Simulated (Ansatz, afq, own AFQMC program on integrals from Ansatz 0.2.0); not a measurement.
**Atomization energy of SiBrCl, singlet**

```xyz
3

Cl    0.7220    1.4325    0.5421
Si   -0.7702    0.2997   -0.3858
Br    0.0373   -1.7970   -0.1696
```

Connectivity, by distances: Cl–Si–Br.

Atoms in their ground-state spins without spin–orbit coupling (mostly on UHF) minus the molecule (RHF), without zero-point energy. The geometry is a stationary point, not shown to be a minimum.

Basis def2-TZVP. Noble-gas cores (and the filled d shells of Ga–Kr and In–Xe) are frozen. Integrals, coupled cluster, full CI and functionals: Ansatz 0.2.0; the random walks run on the same integrals in our own AFQMC program. ph-AFQMC/CISD is guided by a CISD state made of CCSD amplitudes; releasing the constraint for a short imaginary time cuts its bias at the price of noise, slowly where states lie close. Uncertainties: one standard error, sampling alone. No spin–orbit coupling. The errors of all members are added in quadrature.

No full CI on the walks' own integrals is used here; CCSDT(Q) serves as the reference and is uncertain by about the last step of the cluster series. Each member takes its own surest rung, up to full CI.

The best estimate is CCSD(T) at the basis-set limit (CBS: def2-TZVPP and def2-QZVPP, with their diffuse functions for anions and beside diffuse sets, CCSD(T) itself extrapolated) plus the step from CCSD(T) to CCSDT(Q) in def2-TZVP. Rows without CBS are in def2-TZVP; B2PLYP and the wave-function rows carry a basis error of their own. Core correlation and relativity beyond core potentials are missing, and ± holds the sampling alone.

Cautions: inner d shell frozen; no relativity below Rb; no spin-orbit coupling; SiBrCl (singlet): restricted determinant unstable towards unrestricted (UHF 6 meV lower, ⟨S²⟩ 0.10); other spins of the molecule weren't checked.

| level | atomization energy (kcal/mol) |
| --- | --- |
| PBE0 | 192.4 |
| PBE | 198.5 |
| r2SCAN | 195.4 |

(1) From these cheaper values, estimate the atomization energy at the level of the best estimate.

(1) 194.1 kcal/mol (best estimate, highest rung CCSDT(Q)).

| level | atomization energy (kcal/mol) | error against the best estimate (kcal/mol) |
| --- | --- | --- |
| HF | 132.0 | -62.1 |
| MP2 | 191.7 | -2.4 |
| CCSD | 176.8 | -17.3 |
| CCSD(T) | 183.0 | -11.1 |
| CCSDT | 182.6 | -11.5 |
| CCSDT(Q) | 183.1 | -10.9 |
| ph-AFQMC/CISD | 183.5 ± 0.2 | -10.5 ± 0.2 |
| released AFQMC | 183.5 ± 0.3 | -10.5 ± 0.3 |
| HF/CBS | 132.5 | -61.6 |
| MP2/CBS | 201.7 | 7.7 |
| CCSD(T)/CBS | 194.0 | -0.1 |
| B3LYP | 186.7 | -7.4 |
| wB97M-V | 196.4 | 2.3 |
| B2PLYP | 188.0 | -6.1 |

Correlation beyond CCSD(T) adds 0.1 kcal/mol. Going to the basis-set limit adds 11.0 kcal/mol at CCSD(T). The perturbative (T) step is worth +6.2 kcal/mol.

Best estimates are given only where the step beyond CCSD(T) is under 0.3 eV and no member's determinant is very poor (T1 over 0.05, or 0.07 for open shells, ⟨S²⟩ too high by 0.3, two states mixed), so the hardest cases are missing from such tables.

The functionals ran in a triple-zeta set and keep a basis error of their own, a few kJ/mol for each bond in atomization energies and more for double hybrids, so close places among them and the extrapolated levels can swap.

CCSDT and higher add their correlation energy to the determinant of the CCSD(T) run, since their own runs factorise the integrals more tightly (a shift of under 2 meV). Each member of a difference takes its own highest rung, so a best estimate needn't equal the limit plus the step of one row. A walk keeps the symmetry of its determinant, which the program's search chose and which needn't be the lowest solution, so a lower state of the same spin and another symmetry isn't excluded. Released energies are given only where the last usable release times agree within the noise; a slower fall can still hide under it.
